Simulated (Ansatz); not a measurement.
A made-up structure of CHMgO, doublet:

O1  (-0.836, -0.263, 2.086)
C2  (-0.285, -0.056, 1.107)
Mg3  (-0.081, -0.139, -1.116)
H4  (-0.505, -1.029, 2.580)
(Å)

It is relaxed with PBE-D4/def2-SVP and then PBE0-D4/def2-TZVP (Ansatz 0.2.0). Atoms count as bonded within 1.22 times the sum of their covalent radii (H–H: 0.88 Å). The end point is not checked to be a true minimum.

Task: Does its bonding change? (Judge from chemistry; the calculation decides.)

Result: Computed: No: no bond forms or breaks.

Where it ends: The first stage lowers the energy by 1.03 eV in 8 steps. It ends as CHMgO ([OH][C][Mg]):
```
atom    x (Å)    y (Å)    z (Å)
  O1  -0.9166  -0.3300   2.0525
  C2  -0.1256   0.1281   1.1090
 Mg3  -0.1428  -0.2120  -1.0403
  H4  -0.5212  -1.0718   2.5365
```

Labels in which every atom is bracketed show which atoms are joined, not bond orders.

For scale, one of the runs: PBE0-D4/def2-TZVP relaxation, 100 basis functions, launched by `ansatz run in.yaml --threads 2 --pin off --events-out ev --progress --plain --max-ram 4352MiB`. The run took about 16 s on 2 CPU threads of an Arm Neoverse V2 (shared host).
